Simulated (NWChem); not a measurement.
**C3H6 (SMILES C1CC1) at 3 levels**

We compute a comparison of 3 runs (revPBE/def2-SVPD, PBE0/def2-SVPD, TPSS/def2-SVPD) of C3H6. 

The calculation is run with NWChem 7.3.0.

## 1. Starting point

C3H6: 9 atoms, total charge 0, spin state singlet. As SMILES, `C1CC1`. The C1–H5 distance was set to 1.408 Å, away from the relaxed value.

Bond lengths: C1–C2 1.497 Å, C1–C3 1.497 Å, C2–C3 1.497 Å, C1–H4 1.083 Å, C2–H6 1.083 Å, C2–H7 1.083 Å, C3–H8 1.083 Å, C3–H9 1.083 Å. Some angles: C1–C2–C3 60.0°, C2–C1–C3 60.0°, C1–C3–C2 60.0°, C1–C2–H6 118.0°, C1–C2–H7 118.0°, C3–C2–H6 118.0°, C3–C2–H7 118.0°, C2–C1–H4 118.0°, C3–C1–H4 118.0°, C1–C3–H8 118.0°. A long bond or contact: C1–H5 1.408 Å.

## 2. A single-point energy at revPBE/def2-SVPD (run 1)

Contents of input.nw:

```
start input
title "C3H6"
memory 2200 mb
charge 0

geometry units angstroms noautosym nocenter noautoz
C       -0.547326       0.221384      -0.433433
C        0.702674       0.671684       0.256467
C       -0.214126      -0.302216       0.928967
H       -1.362826       0.928284      -0.521233
H       -0.419800      -0.654400      -1.528000
H        0.736674       1.684784       0.637467
H        1.650374       0.304084      -0.116533
H        0.110574      -1.331816       1.012867
H       -0.803126       0.048684       1.767067
end

basis spherical bse
* library def2-SVPD
end

dft
xc revpbe cpbe96
mult 1
grid fine
convergence energy 1e-08
iterations 100
mulliken
print low
end

task dft energy
```

On the command line:

```bash
$ nwchem input.nw > input.out
```

The program printed:

```text
[...]
 d= 0,ls=0.0,diis     1   -117.7215610558 -1.93D+02  1.35D-02  2.30D-01     2.3
[...]
 d= 0,ls=0.0,diis    10   -117.7489933223 -4.57D-10  6.91D-08  2.49D-11    19.2
         Total DFT energy =     -117.748993322314
      One electron energy =     -305.067126661512
           Coulomb energy =      130.700493321895
    Exchange-Corr. energy =      -18.377367143685
 Nuclear repulsion energy =       74.995007160989
[...]
      Total Density - Mulliken Population Analysis
     ---------------------------------------------
    Atom       Charge   Shell Charges
 -----------   ------   -------------------------------------------------------
    1 C    6     6.02   1.98  0.92  0.28  0.11  2.05  0.67  0.03 -0.03
    2 C    6     5.59   1.98  0.92  0.16 -0.03  2.15  0.44  0.03 -0.07
    3 C    6     5.59   1.98  0.92  0.16 -0.03  2.15  0.44  0.03 -0.07
    4 H    1     1.26   0.77  0.40  0.02  0.06
    5 H    1     0.70   0.65  0.06  0.01 -0.02
    6 H    1     1.20   0.78  0.42  0.02 -0.02
    7 H    1     1.22   0.78  0.43  0.02 -0.01
    8 H    1     1.22   0.78  0.43  0.02 -0.01
    9 H    1     1.20   0.78  0.42  0.02 -0.02
[...]
```

It took 20 s on 1 thread of Intel Xeon Platinum 8488C (Sapphire Rapids), shared host; peak memory 0.12 GiB.

## 3. A single-point energy at PBE0/def2-SVPD (run 2)

Contents of c3h6.nw:

```
start c3h6
memory total 2200 mb
charge 0

geometry noautosym nocenter noautoz
   C     -0.547326     0.221384    -0.433433
   C      0.702674     0.671684     0.256467
   C     -0.214126    -0.302216     0.928967
   H     -1.362826     0.928284    -0.521233
   H     -0.419800    -0.654400    -1.528000
   H      0.736674     1.684784     0.637467
   H      1.650374     0.304084    -0.116533
   H      0.110574    -1.331816     1.012867
   H     -0.803126     0.048684     1.767067
end

basis "ao basis" spherical bse
   C library def2-SVPD
   H library def2-SVPD
end

dft
   xc pbe0
   grid fine
   convergence energy 1e-08
   iterations 100
   mulliken
end

task dft energy
```

On the command line:

```bash
$ nwchem c3h6.nw > c3h6.out
```

The program printed:

```text
[...]
          Wavefunction type:  closed shell.
          No. of atoms     :     9
          No. of electrons :    24
[...]
          Charge           :     0
          Spin multiplicity:     1
[...]
          AO basis - number of functions:   108
[...]
              XC Information
              --------------
                         PBE0 Method XC Functional
                     Hartree-Fock (Exact) Exchange  0.250
          PerdewBurkeErnzerhof Exchange Functional  0.750
            Perdew 1991 LDA Correlation Functional  1.000 local
           PerdewBurkeErnz. Correlation Functional  1.000 non-local
[...]
 d= 0,ls=0.0,diis     1   -117.6104300567 -1.93D+02  9.66D-03  1.81D-01     2.2
[...]
 d= 0,ls=0.0,diis     8   -117.6338343621 -1.25D-09  4.11D-07  4.70D-10    15.3
         Total DFT energy =     -117.633834362139
      One electron energy =     -305.069272861411
           Coulomb energy =      130.696871519810
    Exchange-Corr. energy =      -18.256440181528
 Nuclear repulsion energy =       74.995007160989
[...]
      Total Density - Mulliken Population Analysis
     ---------------------------------------------
    Atom       Charge   Shell Charges
 -----------   ------   -------------------------------------------------------
    1 C    6     6.07   1.98  0.90  0.32  0.09  2.03  0.74  0.04 -0.04
    2 C    6     5.67   1.98  0.89  0.20 -0.03  2.14  0.53  0.04 -0.08
    3 C    6     5.67   1.98  0.89  0.20 -0.03  2.14  0.53  0.04 -0.08
    4 H    1     1.22   0.76  0.38  0.02  0.06
    5 H    1     0.69   0.63  0.07  0.01 -0.02
    6 H    1     1.16   0.76  0.39  0.02 -0.01
    7 H    1     1.18   0.76  0.40  0.02 -0.00
    8 H    1     1.18   0.76  0.40  0.02 -0.00
    9 H    1     1.16   0.76  0.39  0.02 -0.01
[...]
```

It took 16 s on 1 thread of Intel Xeon Platinum 8488C (Sapphire Rapids), shared host; peak memory 0.11 GiB.

## 4. The energy at TPSS/def2-SVPD (run 3)

Contents of c3h6.nw:

```
start c3h6
title "C3H6 TPSS"
memory 2200 mb
charge 0

geometry units bohr noautosym nocenter noautoz
C   -1.03429624   0.41835513  -0.81906966
C    1.32786141   1.26929880   0.48465239
C   -0.40463950  -0.57110547   1.75549321
H   -2.57536790   1.75420253  -0.98498762
H   -0.79330703  -1.23663678  -2.88750152
H    1.39211210   3.18378034   1.20463804
H    3.11875486   0.57463548  -0.22021545
H    0.20895458  -2.51676749   1.91404123
H   -1.51768818   0.09199943   3.33927267
end

basis spherical bse
* library def2-SVPD
end

dft
xc xtpss03 ctpss03
grid fine
convergence energy 1e-08
iterations 100
mulliken
end

task dft
```

On the command line:

```bash
$ nwchem c3h6.nw > c3h6.out
```

The program printed:

```text
[...]
          Wavefunction type:  closed shell.
          No. of atoms     :     9
          No. of electrons :    24
[...]
          Charge           :     0
          Spin multiplicity:     1
[...]
          AO basis - number of functions:   108
[...]
              XC Information
              --------------
                  TPSS metaGGA Exchange Functional  1.000
             TPSS03 metaGGA Correlation Functional  1.000
[...]
 d= 0,ls=0.0,diis     1   -117.7791502564 -1.93D+02  1.31D-02  2.00D-01     2.6
[...]
 d= 0,ls=0.0,diis     8   -117.8080027358  1.98D-09  2.44D-06  5.26D-08    18.9
         Total DFT energy =     -117.808002735810
      One electron energy =     -305.078450136819
           Coulomb energy =      130.726686644292
    Exchange-Corr. energy =      -18.451241054975
 Nuclear repulsion energy =       74.995001811693
[...]
      Total Density - Mulliken Population Analysis
     ---------------------------------------------
    Atom       Charge   Shell Charges
 -----------   ------   -------------------------------------------------------
    1 C    6     6.01   1.99  0.92  0.26  0.09  2.05  0.69  0.04 -0.02
    2 C    6     5.62   1.98  0.91  0.16 -0.03  2.15  0.48  0.04 -0.06
    3 C    6     5.62   1.98  0.91  0.16 -0.03  2.15  0.48  0.04 -0.06
    4 H    1     1.24   0.78  0.39  0.02  0.06
    5 H    1     0.72   0.65  0.08  0.01 -0.02
    6 H    1     1.19   0.78  0.40  0.02 -0.02
    7 H    1     1.21   0.78  0.41  0.02 -0.00
    8 H    1     1.21   0.78  0.41  0.02 -0.00
    9 H    1     1.19   0.78  0.40  0.02 -0.02
[...]
```

It took 20 s on 1 thread of Intel Xeon Platinum 8488C (Sapphire Rapids), shared host; peak memory 0.11 GiB.

## 5. The series

```
run             level  energy (Eh)  wall time
  1  revPBE/def2-SVPD  -117.748993       20 s
  2    PBE0/def2-SVPD  -117.633834       16 s
  3    TPSS/def2-SVPD  -117.808003       20 s
```

## 6. Outcome

```
            quantity          value
 run 3: total energy  -117.80800 Eh
run 3: dipole moment         0.33 D
  run 3: HOMO energy       -7.13 eV
  run 3: LUMO energy        0.04 eV
run 3: HOMO–LUMO gap        7.16 eV
```

In words: Totals of different functionals can't be ranked against each other. All runs together took 55 s, the longest 20 s.
